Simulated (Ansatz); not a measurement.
We consider rock-salt EuSe, described by PBE0 in Ansatz (PAW).

Run with plane-wave cutoff 460 eV, 8×8×8 k mesh, Fermi–Dirac smearing 0.05 eV, spin-polarised with parallel moments, scalar-relativistic PAW data made under PBE.

Cell (measured lattice):

```cif
data_EuSe
_chemical_formula_sum 'Eu1 Se1'
_space_group_name_H-M_alt 'P 1'
_space_group_IT_number 1
_cell_length_a 4.37770
_cell_length_b 4.37770
_cell_length_c 4.37770
_cell_angle_alpha 60.000
_cell_angle_beta 60.000
_cell_angle_gamma 60.000
loop_
_space_group_symop_operation_xyz
  'x, y, z'
loop_
_atom_site_label
_atom_site_type_symbol
_atom_site_fract_x
_atom_site_fract_y
_atom_site_fract_z
_atom_site_occupancy
Eu1 Eu 0.00000 0.00000 0.00000 1
Se1 Se 0.50000 0.50000 0.50000 1
```
Starting moments (μB, in the order of the record's atoms Eu Se): 7.0 0.0.

Task: Predict the band gap, smallest direct gap on the k points sampled and direct gap at Γ.

Result: 
- band gap: 1.55 eV (on the SCF k mesh)
- smallest direct gap on the k points sampled: 1.87 eV
- direct gap at Γ: 2.90 eV

Note: the magnetic order was assumed, not searched for or taken from measurement; the state of the 4f shell is in doubt; cell and atoms aren't relaxed at this level (pressure 0.4 GPa).

Spin–orbit coupling is not included.

Computed values are for the static lattice.

Ansatz is a program for electronic structure.
